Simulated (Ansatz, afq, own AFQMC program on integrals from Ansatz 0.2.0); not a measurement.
**O, triplet in def2-TZVP, levels against full CI**

A free O atom.

Basis def2-TZVP. Noble-gas cores (and the filled d shells of Ga–Kr and In–Xe) are frozen. Integrals, coupled cluster, full CI and functionals: Ansatz 0.2.0; the random walks run on the same integrals in our own AFQMC program. The CISD trial takes its coefficients from CCSD amplitudes. Released means that phaseless walkers are propagated on without the constraint, phases kept. ± is one standard error of the sampling.

Determinant: UHF, the one that the program's search chose, which needn't be the lowest solution.

Full CI is exact in this basis; its frozen core comes from its own orbitals, which moves totals by up to a few meV.

Cautions: full CI with its own frozen core.

* T1 diagnostic: 0.0064
* weight of the determinant in the CISD state: 0.963
* ⟨S²⟩ of the determinant: 2.008
* size of the correlated space: 6 electrons in 30 orbitals

| level | correlation energy (eV) |
| --- | --- |
| MP2 | -3.8550 |
| CCSD | -4.3069 |
| CCSD(T) | -4.3843 |

Question: Estimate where full CI lies against CCSD(T) in the same basis.

Answer: 0.25 mEh below CCSD(T).

Reference: full CI, correlation energy -4.391 eV. The released energy is read at 1.50 1/Eh (meV from the phaseless value at times in 1/Eh: -3.2 ± 0.9 at 0.24, -4.6 ± 0.7 at 0.50, -5.3 ± 1.0 at 1.00, -8.2 ± 1.8 at 1.50). CCSDTQ lies 3.4 meV below full CI, in part by the other frozen core, which shifts every row alike, so rows that close can't be ranked against it.

| level | E − E(reference) (mEh) | share of correlation (%) |
| --- | --- | --- |
| CCSD(T) | 0.25 | 99.84 |
| CCSDT | -0.06 | 100.04 |
| CCSDT(Q) | -0.12 | 100.08 |
| CCSDTQ | -0.13 | 100.08 |
| ph-AFQMC/CISD | 0.08 ± 0.04 | 99.95 |
| released AFQMC | -0.22 ± 0.06 | 100.14 |

CCSDT and higher add their correlation energy to the determinant of the CCSD(T) run, since their own runs factorise the integrals more tightly (a shift of under 2 meV). A walk keeps the symmetry of its determinant, which the program's search chose and which needn't be the lowest solution, so a lower state of the same spin and another symmetry isn't excluded. Released energies are given only where the last usable release times agree within the noise; a slower fall can still hide under it.
